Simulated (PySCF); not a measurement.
NO, multiplicity 2. Atoms are numbered in the order given.

```xyz
2

N      0.0000     0.0000    -0.6174
O      0.0000     0.0000     0.5402
```
Charge 0, spin multiplicity 2.

Coordinates come from a PBE-D3(BJ)/def2-TZVPD optimisation.

Computed with PBE0/def2-TZVPD (PySCF).

Mulliken values depend strongly on the basis, most of all with diffuse functions as here. Atomic charges (e):

| atom | Mulliken | meta-Löwdin | Mulliken spin |
|---|---|---|---|
| N1 | 0.11 | 0.08 | 0.72 |
| O2 | -0.11 | -0.08 | 0.28 |
